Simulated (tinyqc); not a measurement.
Stretching all distances: RHF, UHF, MP2, CISD and CCSD against full CI in the sto-6g basis, for BH, spin multiplicity 1. Computed by the program tinyqc with PySCF. All coordinates are multiplied by the scale. c0^2 is the weight of the RHF determinant in the lowest singlet FCI state (UHF is spin-contaminated and may lie near states of higher spin) and n(LUMO) the first natural occupation beyond the occupied space.

Geometry (angstrom):
```
atom       x       y       z
B     0.0000  0.0000  0.0000
H     0.0000  0.0000  1.0720
```

Full CI energy (hartree) and errors against it (kcal/mol):
```
scale   distance 1-2 (angstrom)      E(FCI)       RHF      UHF      MP2     CISD     CCSD  <S^2> UHF    c0^2  n(LUMO)
0.9500                   1.0184  -25.029418   32.8173  22.1395  16.5606   0.8844   0.1308     0.6201  0.9124   0.0821
1.2000                   1.2864  -25.058402   37.5066  30.4171  18.2220   1.2816   0.1030     0.5281  0.9121   0.0741
1.4500                   1.5544  -25.031829   45.7020  41.0464  21.8075   2.0838   0.1075     0.4458  0.8987   0.0693
1.7000                   1.8224  -24.992912   57.6440  51.7987  27.4446   3.4082   0.1085     0.5838  0.8664   0.1377
1.9400                   2.0797  -24.959295   72.6383  46.9704  34.6698   5.2667   0.0938     0.7718  0.8115   0.2507
2.1900                   2.3477  -24.934191   91.2078  38.0294  43.2078   7.7105   0.0632     0.8749  0.7313   0.4073
2.4400                   2.6157  -24.919416  110.9077  31.7498  50.7792  10.2330   0.0281     0.9478  0.6440   0.5730
2.6900                   2.8837  -24.911993  129.3523  28.3861  55.0402  12.3512   0.0028     0.9790  0.5694   0.7142
2.9400                   3.1517  -24.908661  144.9329  26.8334  54.6773  13.8860  -0.0081     0.9918  0.5156   0.8173
```

What does the comparison show, and why?

UHF lies below RHF over the whole range. The weight c0^2 goes from 0.91 to 0.52 and n(LUMO) from 0.08 to 0.82: static correlation grows as the bonds break into open-shell fragments. The spread of the error along the curve, which distorts its shape, is CCSD 0.1, CISD 13.0, UHF 29.7, MP2 38.5, RHF 112.1 kcal/mol.
